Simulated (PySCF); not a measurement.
Homolysis of single bonds, series HO-X. Gas-phase values, no solvent. One relaxed conformer stands for each flexible species; it need not be the lowest. Strings in code marks are SMILES.

Level of theory: PBE-D3(BJ)/def2-TZVP // B3LYP-D3(BJ)/def2-TZVP in PySCF. All candidates: neutral, multiplicity 2. 

| Quantity | Value |
|---|---|
| dipole moment | 0.35 D |
| highest occupied spin orbital | -4.55 eV |

Problem. Say which member has these values.
A) `[CH2]C`
B) `C[Si](C)C`
C) `C[C](C)C`
D) `[CH3]`

Solution. A, `[CH2]C`. The others give `[CH3]`: 0.00 D, -5.38 eV; `C[Si](C)C`: 0.71 D, -4.14 eV; `C[C](C)C`: 0.22 D, -3.72 eV
